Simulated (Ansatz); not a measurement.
# 1T (CdI2-type) SnSe2: elastic constant C33 by level of theory

No measured value is used here.

| level (code) | value (GPa) | cell (Å³/atom) |
|---|---|---|
| LDA (Ansatz) | 33.0 | 24.56 |
| PBE (Ansatz) | 2.63 | 30.32 |
| PBE-D3(BJ) (Ansatz) | 31.2 | 25.57 |
| PBE-D3(BJ)+SOC (Ansatz) | 31.1 | 25.58 |
| r²SCAN+rVV10 (Ansatz) | 27.8 | 26.33 |
| HSE06-D3(BJ) (Ansatz) | 40.4 | 24.65 |

LDA: LDA has no dispersion term either, though it tends to give short spacings of layers, chains or molecules. PBE: the cell comes from a level without a dispersion term, which matters for the spacing of layers, chains or molecules. PBE-D3(BJ), HSE06-D3(BJ): the dispersion coefficients are held fixed in the derivatives. Each level is taken at its own relaxed cell. Cutoffs and k meshes differ between the levels. Ansatz's density-functional and Hartree–Fock values are scalar-relativistic unless marked +SOC, with PAW data made under PBE.

Ansatz is a program for electronic structure.
